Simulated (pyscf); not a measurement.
PySCF, gas phase, ωB97X-D3(BJ)/def2-SVP geometries.

Task: Estimate by transition-state theory (the high-pressure limit) the rate constant of H₃Si–Cl -> :HSi–Cl [singlet] + H₂ (singlet surface; H–Si, H–Si broken, H–H formed) at 600 K, with ωB97M-D3(BJ)/def2-TZVP energies (ideal gas, 1 atm, RRHO with modes under 100 cm⁻¹ raised to 100, one conformer, R ln 2 for chiral ones without a mode under 150 cm⁻¹; no tunnelling).

Result: The electronic barrier is 65.6 kcal/mol and the thermal terms add -5.1, so ΔG‡ = 60.5 kcal/mol. With k_BT/h = 1.25e+13 s⁻¹ and RT = 1.192 kcal/mol, k = 1.1e-09 s⁻¹; so small a molecule is far into fall-off at 1 atm, where the true rate is lower. Wigner's tunnelling factor for 1310i cm⁻¹ would be 1.41, likely too low at so high a frequency. A shift of 1 kcal/mol in the barrier changes k by a factor 2.3. One saddle was located; it need not be the lowest between these sides.
